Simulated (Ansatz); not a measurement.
# C₃H₅F₃: a ladder of functionals and wavefunction methods

The task here is to estimate one member of a computed series from the others.

The runs use Ansatz 0.2.0, Gaussian basis; functionals in def2-TZVPP, the program's frozen cores in correlated methods.

Levels to be run: LDA (SPW92), PBE-D4, revPBE-D4, BLYP-D4, r2SCAN-D4, B97M-V, PBE0-D4, B3LYP-D4, r2SCANh-D4, r2SCAN0-D4, HSE06-D4, BHLYP-D4, CAM-B3LYP-D4, LC-ωPBE, ωB97X-V, ωB97M-V, B2PLYP, PBE-QIDH; CCSD(T)/def2-SVP; CCSD(T)/def2-TZVPP; MP2/def2-QZVPP; extrapolation to the limit; RPA on PBE.

### Structure used throughout

The geometry comes from an earlier relaxation with PBE0-D4 in a triple-zeta def2 set; it is a stationary point, not always the lowest conformer.

SMILES `CC(F)C(F)F`, 11 atoms, charge 0, spin multiplicity 1.

Atoms are counted from 1 here; the program's logs count them from 0.

Bond lengths: C1–C2 1.504 Å, C1–H7 1.090 Å, C1–H8 1.090 Å, C1–H9 1.091 Å, C2–F3 1.384 Å, C2–C4 1.518 Å, C2–H10 1.096 Å, C4–F5 1.357 Å, C4–F6 1.352 Å, C4–H11 1.094 Å. Angles: C2–C1–H7 110.5°, C2–C1–H8 109.7°, C2–C1–H9 110.0°, H7–C1–H8 109.1°, H7–C1–H9 108.9°, H8–C1–H9 108.7°, C1–C2–F3 110.1°, C1–C2–C4 113.7°, C1–C2–H10 111.4°, F3–C2–C4 106.8°, F3–C2–H10 107.4°, C4–C2–H10 107.1°, C2–C4–F5 108.9°, C2–C4–F6 111.1°, C2–C4–H11 112.1°, F5–C4–F6 107.7°, F5–C4–H11 108.8°, F6–C4–H11 108.1°.

Set-up of the first run:

Contents of in.yaml:

```yaml
crystal:
  periodic: [false, false, false]
  atoms:
    - {symbol: C, position_ang: [-0.101428, 1.165709, -0.532037]}
    - {symbol: C, position_ang: [0.121699, -0.321255, -0.508343]}
    - {symbol: F, position_ang: [1.396389, -0.619213, -0.957788]}
    - {symbol: C, position_ang: [-0.010770, -0.936572, 0.872519]}
    - {symbol: F, position_ang: [-1.308095, -0.862011, 1.263832]}
    - {symbol: F, position_ang: [0.731552, -0.261990, 1.779066]}
    - {symbol: H, position_ang: [0.626260, 1.670678, 0.103384]}
    - {symbol: H, position_ang: [-0.002020, 1.536329, -1.552557]}
    - {symbol: H, position_ang: [-1.105318, 1.398103, -0.172370]}
    - {symbol: H, position_ang: [-0.586169, -0.841915, -1.162616]}
    - {symbol: H, position_ang: [0.303302, -1.984862, 0.887409]}
basis:
  gaussian: {orbitals: def2-TZVPP}
hamiltonian: {xc: lda}
output: {orbitals: {seedname: orbitals}}
```

Among the steps run: LDA; PBE-D4 (GGA); revPBE-D4 (GGA); BLYP-D4 (GGA); r2SCAN-D4 (meta-GGA); B97M-V (meta-GGA); PBE0-D4 (hybrid); B3LYP-D4 (hybrid); r2SCANh-D4 (hybrid); r2SCAN0-D4 (hybrid); HSE06-D4 (hybrid); BHLYP-D4 (hybrid); CAM-B3LYP-D4 (range-separated); LC-ωPBE-D4 (range-separated; the results give it without D4); ωB97X-V (range-separated); ωB97M-V (range-separated); B2PLYP (double hybrid); PBE-QIDH (double hybrid).

One table of the session follows, with a row left open; its other results are not shown here.

It belongs to the step «Frontier levels by functional». 

| functional | HOMO (eV) | LUMO (eV) | gap (eV) |
| --- | --- | --- | --- |
| LDA (SPW92) | -7.90 | 0.28 | 8.19 |
| PBE-D4 | ? | ? | ? |
| revPBE-D4 | -7.66 | 0.60 | 8.26 |
| BLYP-D4 | -7.72 | 0.49 | 8.21 |
| r2SCAN-D4 | -8.11 | 1.08 | 9.19 |
| B97M-V | -8.29 | 0.73 | 9.02 |
| PBE0-D4 | -9.46 | 1.37 | 10.83 |
| B3LYP-D4 | -9.27 | 0.99 | 10.26 |
| r2SCANh-D4 | -8.75 | 1.48 | 10.24 |
| r2SCAN0-D4 | -9.71 | 1.93 | 11.64 |
| HSE06-D4 | -9.05 | 1.00 | 10.05 |
| BHLYP-D4 | -11.17 | 1.94 | 13.11 |
| CAM-B3LYP-D4 | -11.02 | 2.11 | 13.12 |
| LC-ωPBE | -12.27 | 3.45 | 15.72 |
| ωB97X-V | -11.96 | 3.26 | 15.22 |
| ωB97M-V | -11.87 | 2.81 | 14.68 |

Q: Estimate the row for PBE-D4 from the others.

The run gave: HOMO (eV): -7.73; LUMO (eV): 0.53; gap (eV): 8.26. In the column «HOMO (eV)» it lies between LDA (SPW92) (-7.90) and BLYP-D4 (-7.72).
